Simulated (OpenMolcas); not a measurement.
**A workflow on BH (SMILES [BH])**

Wanted: a single-point energy (UHF/6-31G), then the energy (CASSCF(2,2)/6-31G), then a single-point energy (CASPT2(2,2)/6-31G), then a single-point energy (SC-NEVPT2(2,2)/6-31G), then the energy (MRCI(2,2)/6-31G) of BH. 

The calculation is run with OpenMolcas 26.06.

**1. Starting point**

The species is BH (2 atoms), meant as a singlet with charge 0. SMILES: `[BH]`. The bond length is the measured one.

Bond lengths: B1–H2 1.232 Å.

**2. A single-point energy at UHF/6-31G (run 1)**

File mol.xyz:

```xyz
2

B      0.000000     0.000000     0.000000
H      0.000000     0.000000     1.232400
```

File step1.input:

```
* BH Hartree-Fock
&GATEWAY
BasLib = $CurrDir
Coord = mol.xyz
Basis = 6-31G
Group = NoSym
&SEWARD
&SCF
UHF
Scramble = 0.25
PrOrbitals = 1 1
```

The basis set 6-31G is read from a file made from the Basis Set Exchange's data (not shown).

On the command line:

```
export MOLCAS_MEM=1860
pymolcas step1.input > step1.log
```

Standard output:

```text
--- Start Module: gateway ---
[...]
--- Stop Module: gateway /rc=_RC_ALL_IS_WELL_ ---
--- Start Module: seward ---
[...]
      Basis functions           11
--- Stop Module: seward /rc=_RC_ALL_IS_WELL_ ---
--- Start Module: scf ---
[...]
       Convergence after  40 Iterations
[...]
::    Total SCF energy                                -25.1155593603
[...]
      Total spin, S                                     0.3473789849
[...]
      Total electronic charge=    6.000000
      Total            charge=   -0.000000
[...]
      Dipole Moment (debye):
      Origin of the operator (angstrom)=    0.0000    0.0000    0.1034
                   X=  4.4412E-06               Y= -5.1147E-06               Z=  9.5949E-01           Total=  9.5949E-01
      Quadrupole Moment (debye*angstrom):
[...]
--- Stop Module: scf /rc=_RC_ALL_IS_WELL_ ---
[...]
```

Wall time 2.2 s (1 thread of Arm Neoverse V1, shared host); peak memory 0.37 GiB.

**3. The energy at CASSCF(2,2)/6-31G (run 2)**

mol.xyz is that of step 2.

File step2.input:

```
* BH CASSCF
&GATEWAY
BasLib
$CurrDir
Coord
mol.xyz
Basis
6-31G
Group
NoSym
&SEWARD
&RASSCF
FileOrb
$CurrDir/step1.UnaOrb
Spin
1
Nactel
2 0 0
Inactive
2
Ras2
2
OrbListing
Nothing
```

The basis set 6-31G is read from a file made from the Basis Set Exchange's data (not shown).

On the command line:

```
export MOLCAS_MEM=1860
pymolcas step2.input > step2.log
```

Standard output:

```text
--- Start Module: gateway ---
[...]
--- Stop Module: gateway /rc=_RC_ALL_IS_WELL_ ---
--- Start Module: seward ---
[...]
      Basis functions           11
--- Stop Module: seward /rc=_RC_ALL_IS_WELL_ ---
--- Start Module: rasscf ---
[...]
      Number of active orbitals                  2
[...]
      Spin quantum number                      0.0
[...]
      Active orbitals                            2
[...]
      Number of CSFs                             3
[...]
      Number of root(s) required                 1
[...]
      Convergence after 11 iterations
[...]
      printout of CI-coefficients larger than  0.05 for root  1
      energy=     -25.126553
      conf/sym  11     Coeff  Weight
             1  20   0.98036 0.96111
             3  02  -0.19721 0.03889
      Natural orbitals and occupation numbers for root  1
      sym 1:   1.922215   0.077785
      ************************************************************************************************************************
      *                                                    Final results                                                     *
[...]
::    RASSCF root number  1 Total energy:    -25.12655260
[...]
      Total electronic charge=    6.000000
      Total            charge=   -0.000000
[...]
      Dipole Moment (debye):
      Origin of the operator (angstrom)=    0.0000    0.0000    0.1034
                   X= -3.0605E-07               Y=  5.6124E-07               Z=  1.2009E+00           Total=  1.2009E+00
      Quadrupole Moment (debye*angstrom):
[...]
--- Stop Module: rasscf /rc=_RC_ALL_IS_WELL_ ---
[...]
```

It took 1.6 s on 1 thread of Arm Neoverse V1, shared host; peak memory 0.37 GiB.

**4. The energy at CASPT2(2,2)/6-31G (run 3)**

mol.xyz is that of step 3.

File step3.input:

```
&GATEWAY
  BASLIB
  $CurrDir
  COORD
  mol.xyz
  BASIS
  6-31G
  GROUP
  NoSym

&SEWARD

&RASSCF
  FILEORB
  $CurrDir/step2.RasOrb
  SPIN
  1
  NACTEL
  2 0 0
  INACTIVE
  2
  RAS2
  2
  ORBLISTING
  Nothing

&CASPT2
  IMAGINARY
  0.1
  FROZEN
  1
```

The basis set 6-31G is read from a file made from the Basis Set Exchange's data (not shown).

On the command line:

```
export MOLCAS_MEM=1860
pymolcas step3.input > step3.log
```

Standard output:

```text
--- Start Module: gateway ---
[...]
--- Stop Module: gateway /rc=_RC_ALL_IS_WELL_ ---
[...]
      Basis functions           11
[...]
--- Start Module: rasscf ---
[...]
      Number of active orbitals                  2
[...]
      Spin quantum number                      0.0
[...]
      Active orbitals                            2
[...]
      Number of CSFs                             3
[...]
      Number of root(s) required                 1
[...]
      Convergence after  4 iterations
[...]
      printout of CI-coefficients larger than  0.05 for root  1
      energy=     -25.126553
      conf/sym  11     Coeff  Weight
             1  20   0.98036 0.96111
             3  02  -0.19721 0.03889
      Natural orbitals and occupation numbers for root  1
      sym 1:   1.922215   0.077785
      ************************************************************************************************************************
      *                                                    Final results                                                     *
[...]
::    RASSCF root number  1 Total energy:    -25.12655260
[...]
      Total electronic charge=    6.000000
      Total            charge=   -0.000000
[...]
      Dipole Moment (debye):
      Origin of the operator (angstrom)=    0.0000    0.0000    0.1034
                   X= -8.7255E-08               Y=  1.9639E-07               Z=  1.2009E+00           Total=  1.2009E+00
      Quadrupole Moment (debye*angstrom):
[...]
--- Stop Module: rasscf /rc=_RC_ALL_IS_WELL_ ---
--- Start Module: caspt2 ---
[...]
      E2 (Variational):          -0.0283987255
      Total energy:             -25.1549513246
[...]
      Reference weight:           0.98513
[...]
::    CASPT2 Root  1     Total energy:    -25.15495132
[...]
--- Stop Module: caspt2 /rc=_RC_ALL_IS_WELL_ ---
[...]
```

Wall time 1.6 s (1 thread of Arm Neoverse V1, shared host); peak memory 0.37 GiB.

**5. A single-point energy at SC-NEVPT2(2,2)/6-31G (run 4)**

mol.xyz is that of step 4.

File step4.inp:

```
* BH NEVPT2
&gateway
baslib = $CurrDir
coord = mol.xyz
basis = 6-31G
group = NoSym
&seward
&rasscf
fileorb = $CurrDir/step2.RasOrb
spin = 1
nactel = 2 0 0
inactive = 2
ras2 = 2
orblisting = Nothing
&caspt2
sc-nevpt2
frozen = 1
```

The basis set 6-31G is read from a file made from the Basis Set Exchange's data (not shown).

On the command line:

```
export MOLCAS_MEM=1860
pymolcas step4.inp > step4.log
```

Standard output:

```text
--- Start Module: gateway ---
[...]
--- Stop Module: gateway /rc=_RC_ALL_IS_WELL_ ---
[...]
      Basis functions           11
[...]
--- Start Module: rasscf ---
[...]
      Number of active orbitals                  2
[...]
      Spin quantum number                      0.0
[...]
      Active orbitals                            2
[...]
      Number of CSFs                             3
[...]
      Number of root(s) required                 1
[...]
      Convergence after  4 iterations
[...]
      printout of CI-coefficients larger than  0.05 for root  1
      energy=     -25.126553
      conf/sym  11     Coeff  Weight
             1  20   0.98036 0.96111
             3  02  -0.19721 0.03889
      Natural orbitals and occupation numbers for root  1
      sym 1:   1.922215   0.077785
      ************************************************************************************************************************
      *                                                    Final results                                                     *
[...]
::    RASSCF root number  1 Total energy:    -25.12655260
[...]
      Total electronic charge=    6.000000
      Total            charge=   -0.000000
[...]
      Dipole Moment (debye):
      Origin of the operator (angstrom)=    0.0000    0.0000    0.1034
                   X= -8.7255E-08               Y=  1.9639E-07               Z=  1.2009E+00           Total=  1.2009E+00
      Quadrupole Moment (debye*angstrom):
[...]
--- Stop Module: rasscf /rc=_RC_ALL_IS_WELL_ ---
--- Start Module: caspt2 ---
[...]
      E2 (Variational):          -0.0259566854
[...]
      E2 (Variational):          -0.0259563999
      Total energy:             -25.1525089989
[...]
      Reference weight:           0.98813
[...]
::    SC-NEVPT2 Root  1     Total energy:    -25.15250900
[...]
--- Stop Module: caspt2 /rc=_RC_ALL_IS_WELL_ ---
[...]
```

It took 1.6 s on 1 thread of Arm Neoverse V1, shared host; peak memory 0.37 GiB.

**6. The energy at MRCI(2,2)/6-31G (run 5)**

mol.xyz is that of step 5.

File step5.inp:

```
>>> EXPORT MOLCAS_PRINT=2
&gateway
baslib = $CurrDir
coord = mol.xyz
basis = 6-31G
group = NoSym
&seward
&rasscf
fileorb = $CurrDir/step2.RasOrb
spin = 1
nactel = 2 0 0
inactive = 2
ras2 = 2
orblisting = Nothing
&motra
lumorb
frozen = 1
&guga
electrons = 4
spin = 1
inactive = 1
active = 2
ciall = 1
&mrci
sdci
```

The basis set 6-31G is read from a file made from the Basis Set Exchange's data (not shown).

On the command line:

```
export MOLCAS_MEM=1860
pymolcas step5.inp > step5.log
```

Standard output:

```text
--- Start Module: gateway ---
[...]
--- Stop Module: gateway /rc=_RC_ALL_IS_WELL_ ---
[...]
      Basis functions           11
[...]
      Number of active orbitals                  2
[...]
      Spin quantum number                      0.0
[...]
      Active orbitals                            2
[...]
      Number of CSFs                             3
[...]
      Number of root(s) required                 1
[...]
      Convergence after  4 iterations
[...]
      printout of CI-coefficients larger than  0.05 for root  1
      energy=     -25.126553
      conf/sym  11     Coeff  Weight
             1  20   0.98036 0.96111
             3  02  -0.19721 0.03889
      Natural orbitals and occupation numbers for root  1
      sym 1:   1.922215   0.077785
      ************************************************************************************************************************
      *                                                    Final results                                                     *
[...]
::    RASSCF root number  1 Total energy:    -25.12655260
[...]
      Dipole Moment (debye):
      Origin of the operator (angstrom)=    0.0000    0.0000    0.1034
                   X= -8.7255E-08               Y=  1.9639E-07               Z=  1.2009E+00           Total=  1.2009E+00
      Quadrupole Moment (debye*angstrom):
[...]
--- Start Module: guga ---
[...]
--- Stop Module: guga /rc=_RC_ALL_IS_WELL_ ---
[...]
       (But an ACPF correction will be computed)
       USE THE DEFAULT ACPF G-VALUE GFAC=  0.50000000000000000
[...]
                      CI ENERGY:   -25.17028787
[...]
                ACPF CORRECTION:    -0.00103619
[...]
      Total electronic charge=    6.000000
      Total            charge=    0.000000
[...]
     ACPF CORRECTION:     -0.00103619
[...]
  CI State   1     Total energy:    -25.17028787     QDav:     -0.00212266     QACPF:     -0.00103619
[...]
```

Run time: 1.7 s. Hardware: 1 thread of Arm Neoverse V1, shared host; peak memory 0.37 GiB.

**7. Outcome**

| quantity | value |
| --- | --- |
| run 1, UHF/6-31G: total energy | -25.11556 Eh |
| run 1, UHF/6-31G: dipole moment | 0.96 D |
| run 1, UHF/6-31G: HOMO energy | -9.67 eV |
| run 1, UHF/6-31G: LUMO energy | 2.29 eV |
| run 1, UHF/6-31G: HOMO–LUMO gap | 11.95 eV |
| run 1, UHF/6-31G: ⟨S²⟩ | 0.468 |
| run 2, CASSCF(2,2)/6-31G: total energy | -25.12655 Eh |
| run 2, CASSCF(2,2)/6-31G: dipole moment (CASSCF density) | 1.20 D |
| run 3, CASPT2(2,2)/6-31G: total energy | -25.15495 Eh |
| run 3, CASPT2(2,2)/6-31G: dipole moment (CASSCF density) | 1.20 D |
| run 4, SC-NEVPT2(2,2)/6-31G: total energy | -25.15251 Eh |
| run 4, SC-NEVPT2(2,2)/6-31G: dipole moment (CASSCF density) | 1.20 D |
| run 5, MRCI(2,2)/6-31G: total energy | -25.17029 Eh |
| run 5, MRCI(2,2)/6-31G: dipole moment (CASSCF density) | 1.20 D |

⟨S²⟩ (run 1, UHF/6-31G) is 0.47 where a pure singlet has 0.00: the reference is spin-contaminated.
